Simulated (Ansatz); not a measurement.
A made-up structure of MgAlH3O, closed shell:

Mg1  (-1.737, -0.488, -0.901)
O2  (-0.189, -0.049, -0.098)
Al3  (1.252, 0.353, 0.650)
H4  (-3.192, -0.902, -1.656)
H5  (-1.114, 1.000, -0.304)
H6  (1.378, 0.249, 2.231)
(Å)

It is relaxed with PBE-D4/def2-SVP and then PBE0-D4/def2-TZVP (Ansatz 0.2.0). Atoms count as bonded within 1.22 times the sum of their covalent radii (H–H: 0.88 Å). The end point is not checked to be a true minimum.

Problem. Does its bonding change? (A judgement: the text doesn't fix the answer.)

Solution. The calculation gives: Yes. Formed: Mg1–Al3, O2–H5; broken: Mg1–H5.

Where it ends: The first stage lowers the energy by 3.08 eV in 14 steps. It ends as MgAlH₃O ([OH]1[MgH][AlH]1):
```tsv
atom	x (Å)	y (Å)	z (Å)
Mg1	-1.4085	-0.8350	-0.9740
O2	-0.7799	0.6534	0.2274
Al3	0.6870	-0.3982	0.5228
H4	-2.7723	-1.1299	-1.9559
H5	-1.0203	1.5217	0.5634
H6	1.6924	0.3504	1.5382
```

Labels in which every atom is bracketed show which atoms are joined, not bond orders.

For scale, one of the runs: PBE0-D4/def2-TZVP relaxation, 118 basis functions, launched by `ansatz run in.yaml --threads 2 --pin off --events-out ev --progress --plain --max-ram 4352MiB`. Hardware: 2 CPU threads of an Arm Neoverse V2, shared host. Wall time about 12 s.
